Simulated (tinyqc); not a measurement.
G0W0 on RHF in the sto-6g basis, for H2F+, spin multiplicity 1, step by step. One step of it, computed by the program tinyqc.

Problem. Screening: direct RPA. With D = e_a - e_i and K = (ia|jb): diagonalise D^(1/2) (D + 4K) D^(1/2) = Z w^2 Z^T; X + Y = D^(1/2) Z w^(-1/2), each column of Z with its largest component positive (the first on a tie); E_c = (sum w - tr (D + 2K)) / 2.

orbital energies (hartree): MO1 -26.932245, MO2 -2.016693, MO3 -1.110286, MO4 -1.051750, MO5 -1.019390, MO6 -0.075924, MO7 0.028471

Two-electron integrals over orbitals (pq|rs), unique and non-zero (hartree):
```
(11|11) 5.381964    (21|11) -0.520347   (21|21) 0.081497    (22|11) 1.229261
(22|21) -0.021494   (22|22) 0.866269    (31|31) 0.018647    (32|31) 0.026455
(32|32) 0.155049    (33|11) 0.995577    (33|21) -0.008161   (33|22) 0.759690
(33|33) 0.731611    (41|11) 0.134869    (41|21) -0.018592   (41|22) 0.013225
(41|33) 0.004574    (41|41) 0.027727    (42|11) -0.107706   (42|21) 0.008308
(42|22) -0.007719   (42|33) -0.011170   (42|41) 0.028138    (42|42) 0.157565
(43|31) -0.003966   (43|32) 0.005125    (43|43) 0.050724    (44|11) 1.119029
(44|21) -0.013130   (44|22) 0.799849    (44|33) 0.700050    (44|41) -0.009794
(44|42) -0.085011   (44|44) 0.842248    (51|51) 0.030362    (52|51) 0.039234
(52|52) 0.183762    (53|53) 0.038582    (54|51) -0.009434   (54|52) -0.034729
(54|54) 0.051858    (55|11) 1.265986    (55|21) -0.013626   (55|22) 0.886186
(55|33) 0.747619    (55|41) 0.003375    (55|42) -0.057123   (55|44) 0.811820
(55|55) 0.998085    (61|11) 0.192938    (61|21) -0.032129   (61|22) 0.003546
(61|33) 0.001602    (61|41) -0.006663   (61|42) -0.020570   (61|44) 0.012413
(61|55) 0.004774    (61|61) 0.021018    (62|11) -0.271945   (62|21) 0.007105
(62|22) -0.140521   (62|33) -0.090337   (62|41) -0.018689   (62|42) -0.048819
(62|44) -0.084874   (62|55) -0.140019   (62|61) 0.007236    (62|62) 0.076265
(63|31) -0.004210   (63|32) 0.016494    (63|43) 0.016988    (63|63) 0.061148
(64|11) -0.309271   (64|21) 0.004006    (64|22) -0.165590   (64|33) -0.102647
(64|41) -0.003358   (64|42) 0.026949    (64|44) -0.167366   (64|55) -0.173416
(64|61) -0.000031   (64|62) 0.059205    (64|64) 0.096617    (65|51) -0.011949
(65|52) -0.046697   (65|54) -0.011353   (65|65) 0.024620    (66|11) 0.706183
(66|21) -0.005789   (66|22) 0.572885    (66|33) 0.549536    (66|41) 0.015103
(66|42) 0.064210    (66|44) 0.541581    (66|55) 0.548258    (66|61) -0.005937
(66|62) -0.058884   (66|64) -0.031246   (66|66) 0.546008    (71|31) -0.016659
(71|32) -0.022815   (71|43) 0.003636    (71|63) 0.003509    (71|71) 0.014892
(72|31) -0.017407   (72|32) -0.067631   (72|43) 0.023662    (72|63) 0.024676
(72|71) 0.015077    (72|72) 0.053941    (73|11) -0.420638   (73|21) 0.007796
(73|22) -0.211792   (73|33) -0.168051   (73|41) 0.001265    (73|42) 0.061972
(73|44) -0.186376   (73|55) -0.231789   (73|61) -0.004698   (73|62) 0.063252
(73|64) 0.102208    (73|66) -0.019325   (73|73) 0.162259    (74|31) 0.007410
(74|32) 0.056562    (74|43) -0.001558   (74|63) 0.045475    (74|71) -0.006612
(74|72) -0.009172   (74|74) 0.053980    (75|53) -0.025054   (75|75) 0.018302
(76|31) 0.008506    (76|32) 0.082384    (76|43) 0.053322    (76|63) 0.075938
(76|71) -0.007469   (76|72) 0.008336    (76|74) 0.067726    (76|76) 0.157132
(77|11) 0.747575    (77|21) -0.006371   (77|22) 0.589263    (77|33) 0.592707
(77|41) 0.003387    (77|42) 0.013676    (77|44) 0.564133    (77|55) 0.573463
(77|61) 0.001169    (77|62) -0.039833   (77|64) -0.025767   (77|66) 0.535492
(77|73) -0.051452   (77|77) 0.562811
```

Give: D^(1/2) (D + 4K) D^(1/2); excitation energies w; X + Y; RPA correlation energy.

Solution.

D^(1/2) (D + 4K) D^(1/2) (hartree^2):
```
          1>6       1>7     2>6      2>7     3>6      3>7      4>6      4>7
1>6  723.5198    0.0000  0.2090   0.0000  0.0000  -0.1039  -0.0006   0.0000
1>7    0.0000  728.4862  0.0000   0.4478  0.0741   0.0000   0.0000  -0.1427
2>6    0.2090    0.0000  4.3586   0.0000  0.0000   0.3761   0.3259   0.0000
2>7    0.0000    0.4478  0.0000   4.6240  0.1436   0.0000   0.0000  -0.0545
3>6    0.0000    0.0741  0.0000   0.1436  1.3229   0.0000   0.0000   0.1923
3>7   -0.1039    0.0000  0.3761   0.0000  0.0000   2.0359   0.4310   0.0000
4>6   -0.0006    0.0000  0.3259   0.0000  0.0000   0.4310   1.3294   0.0000
4>7    0.0000   -0.1427  0.0000  -0.0545  0.1923   0.0000   0.0000   1.4001
5>6    0.0000    0.0000  0.0000   0.0000  0.0000   0.0000   0.0000   0.0000
5>7    0.0000    0.0000  0.0000   0.0000  0.0000   0.0000   0.0000   0.0000

        5>6     5>7
1>6  0.0000  0.0000
1>7  0.0000  0.0000
2>6  0.0000  0.0000
2>7  0.0000  0.0000
3>6  0.0000  0.0000
3>7  0.0000  0.0000
4>6  0.0000  0.0000
4>7  0.0000  0.0000
5>6  0.9830  0.0000
5>7  0.0000  1.1747
```

excitation energies w (hartree): 0.9915  1.0581  1.0767  1.0838  1.2477  1.4619  2.1136  2.1519  26.8983  26.9905

X + Y:
```
          1        2        3       4        5        6        7        8
1>6  0.0000  -0.0002   0.0000  0.0000   0.0000   0.0008  -0.0009   0.0000
1>7  0.0000   0.0000  -0.0009  0.0000   0.0005   0.0000   0.0000  -0.0022
2>6  0.0000  -0.0596   0.0000  0.0000   0.0000  -0.2412   0.9361   0.0000
2>7  0.0000   0.0000  -0.0579  0.0000  -0.0200   0.0000   0.0000   0.9739
3>6  0.0000   0.0000   0.7607  0.0000   0.5728   0.0000   0.0000   0.0295
3>7  0.0000  -0.4257   0.0000  0.0000   0.0000   0.7902   0.1272   0.0000
4>6  0.0000   0.8748   0.0000  0.0000   0.0000   0.3213   0.0851   0.0000
4>7  0.0000   0.0000  -0.6302  0.0000   0.7231   0.0000   0.0000  -0.0101
5>6  0.9755   0.0000   0.0000  0.0000   0.0000   0.0000   0.0000   0.0000
5>7  0.0000   0.0000   0.0000  0.9833   0.0000   0.0000   0.0000   0.0000

          9      10
1>6  0.9992  0.0000
1>7  0.0000  0.9994
2>6  0.0001  0.0000
2>7  0.0000  0.0002
3>6  0.0000  0.0000
3>7  0.0000  0.0000
4>6  0.0000  0.0000
4>7  0.0000  0.0000
5>6  0.0000  0.0000
5>7  0.0000  0.0000
```

RPA correlation energy = -0.057790 hartree
